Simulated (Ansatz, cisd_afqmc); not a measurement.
Species: N₂, charge 0, singlet. N2 (SMILES N#N).
NHTBH set geometry:
```
N
N 1 1.0971
```
Charge 0, spin multiplicity 1.

Total energies in aug-cc-pVTZ, 10 correlated electrons, 2 frozen orbitals. UHF or UKS for unpaired electrons; spin-orbit terms are left out. Cores are frozen in correlated methods. No relativity. The Monte Carlo rows (phaseless AFQMC, CISD trial, step 0.005/hartree) carry one-sigma bars that omit the constraint's bias. Outlying blocks are dropped, and bars are widened where a walk drifts. Over all cases where full CI ran beside it in this data, AFQMC minus full CI had a median of +0.1 mEh and passed +0.4 mEh in a tenth of the cases.

| method | program | energy (Eh) | minus CCSDT(Q) (mEh) |
|---|---|---|---|
| HF | Ansatz | -108.98481 | 397.48 |
| MP2 | Ansatz | -109.36412 | 18.17 |
| CCSD | Ansatz | -109.36158 | 20.71 |
| CCSD(T) | Ansatz | -109.38072 | 1.57 |
| CCSDT(Q) | Ansatz | -109.38229 | 0.00 |
| AFQMC/CISD | cisd_afqmc | -109.3816 ± 0.0002 | 0.7 ± 0.2 |

Rough core times of Ansatz's runs on a shared machine: CCSD(T) under 20 s, CCSDT(Q) 70 s.

Ansatz is a program for electronic structure.
